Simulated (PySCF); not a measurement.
**NH (triplet): spin, charge, geometry and surroundings**

How does NH (triplet) answer to another spin, charge, distance or environment?

The runs use PySCF 2.14.0; method and basis as typed in the scripts.

2 further runs of the same task are left out: 2 that didn't finish.

**1. Starting geometry**

NH (triplet): 2 atoms, charge 0, spin multiplicity 3.

Bond lengths: H1–N2 0.975 Å.

**2. The run that the others are compared with**

Contents of input.py:

```python
from pyscf import gto, scf, mcscf

mol = gto.M(
    atom='H 0 0 0; N 0 0 0.975',
    basis='6-31+g*',
    charge=0,
    spin=2,
    verbose=4,
)
mf = scf.ROHF(mol)
mf.kernel()
mc = mcscf.CASSCF(mf, 6, 6)
mc.kernel()
mc.analyze()
mf.dip_moment()
print('orbital energies (hartree):', mf.mo_energy[..., max(0, mol.nelec[1]-3):mol.nelec[0]+3].round(4))
```

The run is started by

```console
$ OMP_NUM_THREADS=1 python input.py
```

The log of this run is left out.

In short: E(SCF) = -54.952024 Eh, 8 cycles, E(CAS) − E(SCF) = -0.03365 Eh, μ = 1.85 D (of the SCF density).

The bond length is a typed value, not an optimised one. The triplet is typed in the script; nothing here shows that it is the ground state.

**3. Bond 1.092 Å**

Run 1 changes bond length: 0.975 Å → 1.092 Å.

Contents of input.py:

```python
from pyscf import gto, scf, mcscf

mol = gto.M(
    atom='H 0 0 0; N 0 0 1.092',
    basis='6-31+g*',
    charge=0,
    spin=2,
    verbose=4,
)
mf = scf.ROHF(mol)
mf.kernel()
mc = mcscf.CASSCF(mf, 6, 6)
mc.kernel()
mc.analyze()
mf.dip_moment()
print('orbital energies (hartree):', mf.mo_energy[..., max(0, mol.nelec[1]-3):mol.nelec[0]+3].round(4))
```

The run is started by

```console
$ OMP_NUM_THREADS=1 python input.py
```

**4. Lengths in bohr**

Run 2 changes length unit: angstrom → bohr; bond length: 0.975 Å → 0.975 bohr.

input.py: that of step 2 with these lines changed.

```diff
@@ -7,2 +7,3 @@
     spin=2,
+    unit='bohr',
     verbose=4,
```

**5. Bond 1.462 Å**

Run 3 changes bond length: 0.975 Å → 1.462 Å.

input.py: that of step 2 with these lines changed.

```diff
@@ -3,3 +3,3 @@
 mol = gto.M(
-    atom='H 0 0 0; N 0 0 0.975',
+    atom='H 0 0 0; N 0 0 1.462',
     basis='6-31+g*',
```

**6. Bond 0.907 Å**

Run 4 changes bond length: 0.975 Å → 0.907 Å.

input.py: that of step 2 with these lines changed.

```diff
@@ -3,3 +3,3 @@
 mol = gto.M(
-    atom='H 0 0 0; N 0 0 0.975',
+    atom='H 0 0 0; N 0 0 0.907',
     basis='6-31+g*',
```

Before running it: what results should come out? Wanted: for each run, E(SCF); from base; SCF dipole; after the SCF.

**Answer**, as computed:

```csv
run,E(SCF) (hartree),from base (eV),cycles,SCF dipole (D),after the SCF
base,-54.952024,0,8,1.85,CASSCF correlation -0.916 eV
bond 1.092 Å,-54.950237,+0.0486,9,1.77,CASSCF correlation -1.044 eV
lengths in bohr (poor choice),-54.158365,not comparable,8,1.67,CASSCF correlation -0.548 eV
bond 1.462 Å,-54.883736,+1.8582,9,1.30,CASSCF correlation -1.657 eV
bond 0.907 Å,-54.940470,+0.3144,8,1.87,CASSCF correlation -0.853 eV
```

What this shows: The largest comparable shift of the SCF energy, +1.858 eV, comes with the run “bond 1.462 Å”. Rows marked «poor choice» come from settings spoiled on purpose.
